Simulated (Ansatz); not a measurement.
BN⁺, doublet: reading a ladder of total energies

Geometry: a point of a stretch scan, not a stationary point.

```
atom   x (Å)   y (Å)   z (Å)
   B  0.0000  0.0000  0.0000
   N  0.0000  0.0000  4.9480
```

Basis cc-pVDZ; Ansatz 0.2.0. Only valence electrons are correlated (noble-gas cores frozen), which leaves 7 electrons in 26 orbitals. Prefix R: restricted or restricted open-shell reference.

Full CI is exact within this basis and frozen core; it isn't the basis-set limit.

Runs differ by some tens of microhartree through their thresholds and, for an open shell, their frozen cores, so steps under 0.03 kcal/mol mean nothing.

```csv
level,total energy (hartree)
RHF,-78.485114
RMP2,-78.602818
RCCSD,-78.660116
RCCSD(T),-78.666410
RCCSDT*,-78.672158
RCCSDT(Q)*,-78.672207
full CI,-78.672219
```

**Question.** What is the correlation energy at full CI, and what share of it do RMP2 and RCCSD(T) recover?

**Answer.** E(corr) = -78.672219 − (-78.485114) = -0.187105 hartree = -5.091 eV. RMP2: -0.117704 / -0.187105 = 62.91 %. RCCSD(T): -0.181296 / -0.187105 = 96.90 %.

**Question.** By how many kcal/mol does RCCSD(T) miss full CI (1 hartree = 627.509 kcal/mol), and which steps make up the rest?

**Answer.** -78.666410 − (-78.672219) = 0.005809 hartree = 3.65 kcal/mol. Steps: RCCSDT − RCCSD(T) = -3.61, RCCSDT(Q) − RCCSDT = -0.03, full CI − RCCSDT(Q) = -0.01 kcal/mol. With more than one leading determinant such errors change with state and geometry, and needn't cancel in differences.

An asterisk marks runs whose energy the program itself flagged as in doubt.
